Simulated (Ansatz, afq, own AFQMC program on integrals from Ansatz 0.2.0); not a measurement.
Breaking C1–H3 in CH$_{4}$Si, singlet

```yaml
atoms:
  - { symbol: C, position_ang: [-0.7161, -0.5302, -0.2566] }
  - { symbol: Si, position_ang: [0.6027, 0.4461, 0.2158] }
  - { symbol: H, position_ang: [-1.3936, -0.9848, 0.4718] }
  - { symbol: H, position_ang: [-0.9377, -0.7407, -1.3067] }
  - { symbol: H, position_ang: [0.9145, 0.7397, 1.6384] }
  - { symbol: H, position_ang: [1.5302, 1.0700, -0.7627] }
```

Products: CH$_{3}$Si (doublet; CH–SiH2) and H (doublet), each relaxed with PBE0/def2-SVP like the molecule; electronic energies without zero-point terms. Determinants: RHF, ROHF and UHF in that order.

Basis def2-TZVP. Noble-gas cores (and the filled d shells of Ga–Kr and In–Xe) are frozen. Ansatz 0.2.0 and our own AFQMC program on the same integrals; the CISD trial comes from CCSD amplitudes, and released means the phaseless constraint is let go. ± is one standard error of the sampling. The errors of all members are added in quadrature.

No full CI on the walks' own integrals is used here; CCSDT(Q) serves as the reference and is uncertain by about the last step of the cluster series. Each member takes its own surest rung, up to full CI.

Errors are counted within def2-TZVP, not against nature.

Cautions: CH₄Si (singlet): restricted determinant unstable towards unrestricted (UHF 45 meV lower, ⟨S²⟩ 0.27); CH₃Si (doublet): higher spins were not checked, a spin-contaminated unrestricted determinant lies lower (UHF 350 meV lower, ⟨S²⟩ 1.16), the released energies are still falling, so no released level is given (meV from the phaseless value at times in 1/Eh: -6 ± 5 at 0.24, -12 ± 3 at 0.51, -19 ± 4 at 0.99, -29 ± 5 at 1.62, -33 ± 6 at 2.40), though the last usable value meets CCSDT(Q) within the noise, its ph-AFQMC/CISD value lies 32 ± 5 meV above CCSDT(Q).

Reference (CCSDT(Q)): 467.1 kJ/mol.

```csv
level,bond energy (kJ/mol),error against CCSDT(Q) (kJ/mol)
HF,385.7,-81.4
MP2,470.9,3.9
CCSD,464.9,-2.2
CCSD(T),468.0,0.9
CCSDT,466.8,-0.2
ph-AFQMC/CISD,468.8 ± 0.7,1.7 ± 0.7
```

Correlation beyond CCSD(T) takes off 0.9 kJ/mol. The perturbative (T) step is worth +3.1 kJ/mol.
